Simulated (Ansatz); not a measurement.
# C2H5N (aziridine): the vertical energy of the triplet above the singlet from total energies

C2H5N has 8 atoms, charge 0, and is taken as a singlet. As SMILES, `C1CN1`. The coordinates come from a PBE0-D4/def2-TZVP relaxation.

Both states at this one shape; open shells run unrestricted unless said. 1 Eh = 27.2114 eV.

| level | program | singlet C2H5N (Eh) | triplet C2H5N (Eh) |
| --- | --- | --- | --- |
| B2PLYP/def2-SVPD, 3 core orbitals frozen | Ansatz | -133.685699 | -133.438934 |
| CCSD/def2-SVPD, 3 core orbitals frozen | Ansatz | -133.448921 | -133.199174 |

**Question.** Work out the vertical gap, second state less first, at each level.

**Answer.** 
1. B2PLYP/def2-SVPD: -133.438934 − (-133.685699) = 0.246765 Eh = 6.71 eV.
2. CCSD/def2-SVPD: -133.199174 − (-133.448921) = 0.249747 Eh = 6.80 eV.

No measured value is set beside it here; the levels span 6.71 to 6.80 eV.
